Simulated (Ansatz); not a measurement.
**AlH₃+ (doublet): from Hartree-Fock to the top rungs, def2-QZVPP**

The task here is to estimate one member of a computed series from the others.

Method: def2-QZVPP, core rule «outside noble gas», up to 5 orbitals frozen; program: Ansatz 0.2.0, Gaussian basis.

Plan: UHF; ROHF; CCSD(T) on UHF.

2 further runs of the same task are left out: 2 set aside as unsound or not needed.

### What is computed

The geometry is a PBE0/def2-TZVP stationary point (not a proven minimum).

4 atoms, charge 1, spin multiplicity 2.

Atoms are counted from 1 here; the program's logs count them from 0.

Bond lengths: Al1–H2 1.560 Å, Al1–H3 1.560 Å. Angles: H2–Al1–H3 167.6°.

Set-up of the first run:

in.yaml

```yaml
crystal:
  periodic: [false, false, false]
  atoms:
    - {symbol: Al, position_ang: [0.000000, 0.057143, 0.000000]}
    - {symbol: H, position_ang: [0.000000, 0.226182, -1.551199]}
    - {symbol: H, position_ang: [0.000000, 0.226189, 1.551197]}
    - {symbol: H, position_ang: [0.000000, -1.982029, 0.000004]}
basis:
  gaussian: {orbitals: "def2-QZVPP.json"}
total_charge: 1
magnetization: {spin_polarized: true, initial_magnetization: 1}
hamiltonian: {xc: hf}
output: {orbitals: {seedname: orbitals}}
```

On the command line:

```sh
$ ansatz run in.yaml --threads 1 --pin off --events-out ev --progress --plain --max-ram 2393MiB
```

Among the steps run: UHF; ROHF; CCSD(T) on UHF.

One of the session's tables, all rows but one given; the rest of the session is left out.

| method | from UCCSD(T) (kcal/mol) |
| --- | --- |
| ROHF | +54.80 |
| UHF | ? |
| UMP2 | +11.47 |
| UCCSD | +0.73 |
| UCCSD(T) | 0 |

Estimate the missing values for UHF.

As computed: from UCCSD(T) (kcal/mol): +54.39. In the column «from UCCSD(T) (kcal/mol)» it lies between UMP2 (+11.47) and ROHF (+54.80).
